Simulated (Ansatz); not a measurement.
# Al₂O+ (doublet): wave-function methods side by side, def2-TZVPP

An exercise on one series of results from a longer session: the logs are not shown, and one member is left open.

Method: def2-TZVPP, core rule «outside noble gas», up to 11 orbitals frozen; program: Ansatz 0.2.0, Gaussian basis.

Plan: UHF; ROHF; CCSD(T) on UHF.

2 further runs of the same task are left out: 2 set aside as unsound or not needed.

**The system**

The geometry is a PBE0/def2-TZVP stationary point (not a proven minimum) of the parent state, kept for this charge and spin.

3 atoms, charge 1, spin multiplicity 2.

Atoms are counted from 1 here; the program's logs count them from 0.

Bond lengths: Al1–O2 1.699 Å, O2–Al3 1.699 Å. Angles: Al1–O2–Al3 180.0°.

The first run:

The input, in.yaml:

```yaml
crystal:
  periodic: [false, false, false]
  atoms:
    - {symbol: Al, position_ang: [0.000000, 0.000000, 1.699100]}
    - {symbol: O, position_ang: [0.000000, 0.000000, 0.000000]}
    - {symbol: Al, position_ang: [0.000000, 0.000000, -1.699100]}
basis:
  gaussian: {orbitals: def2-TZVPP}
total_charge: 1
magnetization: {spin_polarized: true, initial_magnetization: 1}
hamiltonian: {xc: hf}
output: {orbitals: {seedname: orbitals}}
```

Launch:

```console
$ ansatz run in.yaml --threads 1 --pin off --events-out ev --progress --plain --max-ram 4096MiB --backend cpu
```

Steps of the session up to this table: UHF; ROHF; CCSD(T) on UHF.

One table of the session follows, with a row left open; its other results are not shown here.

It belongs to the step «Misses and costs». 

| method | from UCCSD(T) (meV) |
| --- | --- |
| ROHF | +9538.1 |
| UHF | +9483.6 |
| UMP2 | +670.7 |
| UCCSD | ? |
| UCCSD(T) | 0 |

**Question.** Estimate the row for UCCSD.

The run gave: from UCCSD(T) (meV): +440.3. In the column «from UCCSD(T) (meV)» it lies between UCCSD(T) (0) and UMP2 (+670.7).

The program flags UCCSD(T) as in doubt (see the logs), so the zero of the table is itself unsure.

Limits of these values: The report flags that the cluster equations may have other roots. The program flags UCCSD(T) as in doubt, so the zero of the table is itself unsure. Warnings: coupled cluster took another determinant than the lowest.
